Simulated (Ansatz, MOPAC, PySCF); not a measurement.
Ligands exchanged one at a time, Al Cl-I. All species are isolated molecules in the gas phase. Strings in code marks are SMILES.

Quantity: redistribution energy (mixed species minus the weighted end members), in kJ/mol. Semi-empirical values (MOPAC) are differences of heats of formation.

Level 1: B3LYP/LANL2DZ // PBE0-D3(BJ)/def2-TZVP (PySCF)
Level 2: HF/def2-TZVPP // PBE0-D3(BJ)/def2-TZVP (Ansatz, a quantum-chemistry and plane-wave program)
Level 3: AM1 // PBE0-D3(BJ)/def2-TZVP (MOPAC)
Level 4: PM7 // PBE0-D3(BJ)/def2-TZVP (MOPAC)

```
species                                       level 1  level 2  level 3  level 4
--------------------------------------------  -------  -------  -------  -------
1 of 3 Cl replaced by I: `[Cl][Al]([Cl])[I]`     0.38     0.78     5.10    -6.35
2 of 3 Cl replaced by I: `[Cl][Al]([I])[I]`      0.47     0.80     5.41    -6.56
```
